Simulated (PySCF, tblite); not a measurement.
**C2H2NO radical: geometry, infrared bands and EPR parameters**

Wanted: the infrared bands and EPR parameters of C2H2NO radical (`C=N[C]=O`), by calculation.

The runs use tblite 0.8.0 and PySCF 2.14.0, with density-fitted response routines of our own; the level of theory stands in each step. All values are computed, except where a source is named. Atoms are numbered from 0 throughout.

## Step 1: The starting structure

6 atoms, charge 0, multiplicity 2; geometry from: force field or distance geometry start.

Bonds of the start (Å): C0–N1 1.27, N1–C2 1.34, C2–O3 1.17, C0–H4 1.11, C0–H5 1.11.

## Step 2: Optimising the geometry with GFN2-xTB

Job settings and geometry (Å):

```
{"job": {"kind": "relax", "xc": "GFN2-xTB", "basis": "xTB"}, "charge": 0, "multiplicity": 2}
C     -0.895100     0.056200     0.214000
N      0.097000    -0.715000     0.405300
C      1.274100    -0.278800    -0.071400
O      2.270800     0.146800    -0.523200
H     -1.901400    -0.232000     0.593000
H     -0.842200     1.024800    -0.320400
```

The run is started by

```console
> OMP_NUM_THREADS=1 python probes_run.py task.json out
```

This one command runs all jobs of the session in turn.

**Question.** This job is followed by: GFN2-xTB harmonic vibrations, gas phase; UKS B3LYP, pcH-1 on C H N O, non-relativistic, mean-field spin-orbit, GIAO. What will the session give for the following? strongest single infrared mode (GFN2-xTB); zero-point energy (GFN2-xTB); g(iso) (B3LYP); ⟨S²⟩; largest a(iso); surface potential, 1st and 99th percentile.

**Answer**, as computed:

```
                                 quantity                  value
strongest single infrared mode (GFN2-xTB)  2463 cm⁻¹, 932 km/mol
             zero-point energy (GFN2-xTB)          22.3 kcal/mol
                           g(iso) (B3LYP)                2.00303
                                     ⟨S²⟩     0.757 (exact 0.75)
                           largest a(iso)    13C on C0, 73.5 MHz
    surface potential, 1st and 99th percentile     -1.11 V and 1.26 V
```

In words: The optimisation took 23 steps and gained 1.035 eV; among the close pairs (by a distance rule), N1–C2 changed most, from 1.343 to 1.199 Å. No mode is imaginary among the 12: a minimum at this level. The strongest single mode, at 2463 cm⁻¹, moves mainly C2. Unscaled tight-binding wavenumbers are off by several per cent, some by more. Its intensities can rank the bands wrongly. Most of the unpaired spin sits on C0 (0.88 e). The isotropic g lies 0.7 ppt above the free-electron value.
